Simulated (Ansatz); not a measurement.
**HAl–AlH, triplet along the distance Al1-H3**

Starting geometry (PBE0/def2-TZVP stationary point for this spin, not checked as a minimum):

```xyz
4

Al    0.0000    0.0000    1.1500
Al    0.0000    0.0000   -1.1500
H     0.0000    0.0000    2.7245
H     0.0000    0.0000   -2.7245
```

From there H3 moves along the line of the two atoms named below, all else staying in place; atoms are numbered as listed. Energies are in eV, counted from the starting geometry at the same level. Kohn–Sham curves are unrestricted where that lies lower.

Basis 6-31G; Ansatz 0.2.0. Only valence electrons are correlated (noble-gas cores frozen).

Unrestricted Kohn–Sham rows aren't spin-pure: their determinants' ⟨S²⟩ exceeds S(S+1) by up to 1.01, so they mix in states of higher spin.

In so small a basis the reference is far from its limit while semilocal and hybrid functionals are nearer theirs (RPA and double hybrids share much of the reference's basis error), so the functionals' errors here hold much of the reference's basis and frozen-core error, which can add to them or hide them.

Full CI is exact within this basis and frozen core; it isn't the basis-set limit.

| distance Al1-H3 (Å) | full CI | PBE | r2SCAN | PBE0 | RPA-PBE |
| --- | --- | --- | --- | --- | --- |
| 1.279 | 1.077 | 1.033 | 1.001 | 1.004 | 1.088 |
| 1.437 | 0.229 | 0.210 | 0.193 | 0.193 | 0.234 |
| 1.575 | 0.000 | 0.000 | 0.000 | 0.000 | 0.000 |
| 1.712 | 0.041 | 0.061 | 0.080 | 0.082 | 0.036 |
| 1.966 | 0.457 | 0.525 | 0.579 | 0.594 | 0.453 |
| 2.165 | 0.884 | 1.009 | 1.084 | 1.118 | 0.894 |
| 2.499 | 1.533 | 1.802 | 1.840 | 1.942 | 1.620 |
| 2.881 | 2.015 | 2.428 | 2.350 | 2.489 | 2.228 |
| 3.394 | 2.273 | 2.750 | 2.683 | 2.752 | 2.443 |
| 4.194 | 2.353 | 2.851 | 2.839 | 2.838 | 2.475 |
| 5.409 | 2.367 | 2.875 | 2.873 | 2.857 | 2.483 |

r2SCAN at 5.409 Å lies 0.506 eV (21 %) above the reference in this basis. PBE0 at 5.409 Å lies 0.490 eV (21 %) above the reference in this basis. PBE at 5.409 Å lies 0.508 eV (21 %) above the reference in this basis.
